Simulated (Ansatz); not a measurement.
# BNHS (quartet): from Hartree-Fock to the top rungs at distance B1–S2 = 2.719 Å, cc-pVDZ

An exercise on one series of results from a longer session: the logs are not shown, and one member is left open.

The runs use Ansatz 0.2.0, Gaussian basis; cc-pVDZ, core rule «outside noble gas», up to 7 orbitals frozen.

The runs, in order: UHF; CCSD(T) on ROHF; CCSD(T) on UHF; BCCD(T) on ROHF; CISD; CCSDT(Q) on ROHF; CCSDT(Q) on UHF; CASSCF and MRCISD+Q, 5 electrons in 5 orbitals; CASSCF and NEVPT2, 5 electrons in 5 orbitals; CASSCF and NEVPT2, 11 electrons in 11 orbitals.

42 further runs of the same task are left out: 5 for a known fault of the program, 1 for a mislabelled method, 29 that didn't finish, 7 set aside as unsound or not needed.

## The geometry

The geometry derives from a PBE0/def2-TZVP stationary point (not a proven minimum). One bond is set to the value named and the two fragments are kept rigid.

4 atoms, charge 0, spin multiplicity 4.

Atoms are counted from 1 here; the program's logs count them from 0.

Bond lengths: S2–N3 1.651 Å, N3–H4 1.029 Å. Angles: S2–N3–H4 104.0°.

As a file:

```
B     0.00000   -1.14495    2.10718
S     0.00000    0.53823   -0.02821
N     0.00000   -0.37175   -1.40609
H     0.00000    0.32406   -2.16429
```

The first run:

in.yaml reads:

```yaml
crystal:
  periodic: [false, false, false]
  atoms:
    - {symbol: B, position_ang: [0.000000, -1.144946, 2.107179]}
    - {symbol: S, position_ang: [0.000000, 0.538231, -0.028208]}
    - {symbol: N, position_ang: [0.000000, -0.371750, -1.406094]}
    - {symbol: H, position_ang: [0.000000, 0.324061, -2.164285]}
basis:
  gaussian: {orbitals: cc-pVDZ}
magnetization: {spin_polarized: true, initial_magnetization: 3}
hamiltonian: {xc: hf}
output: {orbitals: {seedname: orbitals}}
```

The run is started by

```console
> ansatz run in.yaml --threads 1 --pin off --events-out ev --progress --plain --max-ram 2393MiB
```

Steps of the session up to this table: UHF; CCSD(T) on ROHF; CCSD(T) on UHF; BCCD(T) on ROHF; CISD; CCSDT(Q) on ROHF; CCSDT(Q) on UHF; CASSCF and MRCISD+Q, 5 electrons in 5 orbitals; CASSCF and NEVPT2, 5 electrons in 5 orbitals; CASSCF and NEVPT2, 11 electrons in 11 orbitals.

One of the session's tables, all rows but one given; the rest of the session is left out.

| method | from UCCSDT(Q) (kcal/mol) |
| --- | --- |
| ROHF | ? |
| UHF | +229.85 |
| RMP2 | +41.91 |
| UMP2 | +43.70 |
| CISD | +38.16 |
| RCCSD | +9.82 |
| UCCSD | +9.70 |
| RCCSD(T) | +1.99 |
| UCCSD(T) | +2.07 |
| BCCD(T) | +1.79 |
| RCCSDT | +0.85 |
| UCCSDT | +0.83 |
| RCCSDT(Q) | +0.06 |
| UCCSDT(Q) | 0 |
| CASSCF valence | +178.15 |
| NEVPT2 valence | +33.39 |

**Question.** Estimate the row for ROHF.

As computed: from UCCSDT(Q) (kcal/mol): +239.27. In the column «from UCCSDT(Q) (kcal/mol)» it is the highest.

Not comparable, so not listed: CASSCF and NEVPT2, 5 electrons in 5 orbitals (they don't share determinant, frozen orbitals or solution with the rows shown, or repeat one).

Caveats from the session: Left out of the table: CASSCF pair, MRCISD pair, MRCISD+Q pair (the active space lost an orbital or holds another state than full CI finds). Restricted and unrestricted rows rest on different reference determinants; where their highest levels disagree by more than a few hundredths of an eV, they describe different states and don't form one ladder. Warnings in the runs' records: passed over end.
